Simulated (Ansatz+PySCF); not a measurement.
doublet CHO: levels of theory in one basis

```yaml
atoms:
  - { symbol: C, position_ang: [0.0000, 0.4860, -0.3262] }
  - { symbol: H, position_ang: [0.0000, 1.4932, 0.1969] }
  - { symbol: O, position_ang: [0.0000, -0.5511, 0.2200] }
```

Basis set: def2-SVP (spherical functions). Left uncorrelated: 2 orbitals. Correlation on ROHF uses semicanonical orbitals with singles. Charge 0, multiplicity 2.

Computed with Ansatz (development build ahead of 0.2.0); each method stands on the lowest determinant of its kind that the runs found. NEVPT2 correlates all electrons. Active spaces start from the frontier orbitals, and the lowest solution found is given.

| method | E − E(ROHF) (eV) | <S²> of the determinant |
| --- | --- | --- |
| ROHF | 0.00 | 0.75 |
| UHF | -0.13 | 0.76 |
| ROHF-MP2 | -8.19 | – |
| UHF-MP2 | -8.15 | 0.76 |
| ROHF-CCSD | -8.44 | – |
| UHF-CCSD | -8.45 | 0.76 |
| ROHF-CCSD(T) | -8.73 | – |
| UHF-CCSD(T) | -8.73 | 0.76 |
| CASSCF(11,9) | -3.38 | – |
| SC-NEVPT2(3,3) | -8.26 | – |
| SC-NEVPT2(11,9) | -7.87 | – |

**Question.** What does CASSCF(3,3) give on the same scale?

**Answer.** -0.84 eV.

**Question.** Is a single determinant a sound starting point here?

**Answer.** By this sign, yes. Unrestricted orbitals gain 0.13 eV and <S²> is 0.76 against 0.75 for a pure state. The CASSCF(11,9) natural occupations are 2.00, 2.00, 1.98, 1.97, 1.94, 1.01, 0.06, 0.02, 0.02. The CASSCF(3,3) natural occupations are 1.93, 1.00, 0.07.
